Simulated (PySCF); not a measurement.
First SCF of a structure search on doublet Na₃, at a hand-made equilateral triangle geometry. PySCF input:

```python
from pyscf import gto, scf, dft
mol = gto.M(atom='''
Na     0.000000     1.933000     0.000000
Na     1.674000    -0.966500     0.000000
Na    -1.674000    -0.966500     0.000000''',
    basis={'Na': 'def2-TZVP'},
    charge=0, spin=1)
mf = dft.UKS(mol, xc='PBE0')
mf.grids.atom_grid = (50, 194)
aux = {'Na': 'def2-universal-JKFIT'}
mf = mf.density_fit(auxbasis=aux)
mf.conv_tol = 1e-08
mf.diis_space = 10
mf.max_cycle = 60
mf.init_guess = 'minao'
mf.verbose = 4
mf.kernel()
```

Excerpt of the output (cycles alone):

```
init E= -486.557801077959
cycle= 1 E= -486.55595786915  delta_E= 0.00184  |g|= 0.0955  |ddm|= 0.962
cycle= 2 E= -486.559039914928  delta_E= -0.00308  |g|= 0.0565  |ddm|= 0.23
cycle= 3 E= -486.560024203197  delta_E= -0.000984  |g|= 0.00485  |ddm|= 0.0499
cycle= 4 E= -486.560094826177  delta_E= -7.06e-05  |g|= 0.00213  |ddm|= 0.0231
cycle= 5 E= -486.56011652148  delta_E= -2.17e-05  |g|= 0.000682  |ddm|= 0.0136
cycle= 6 E= -486.560120091212  delta_E= -3.57e-06  |g|= 0.000189  |ddm|= 0.00506
cycle= 7 E= -486.560120392229  delta_E= -3.01e-07  |g|= 5.9e-05  |ddm|= 0.00179
cycle= 8 E= -486.560120425156  delta_E= -3.29e-08  |g|= 2.48e-05  |ddm|= 0.00099
cycle= 9 E= -486.560120426912  delta_E= -1.76e-09  |g|= 8.66e-06  |ddm|= 0.000158
Extra cycle  E= -486.560120427263  delta_E= -3.51e-10  |g|= 4.81e-06  |ddm|= 6.88e-05
converged SCF energy = -486.560120427263  <S^2> = 0.77046543  2S+1 = 2.0203618
```

No lower solution of this spin was found from smeared starts or by a stability analysis within the unrestricted form.

The search for the lowest solution, 3 starts and the stability check together, took 12 s on 2 threads of a shared Arm Neoverse V1 host, with 96 basis functions.
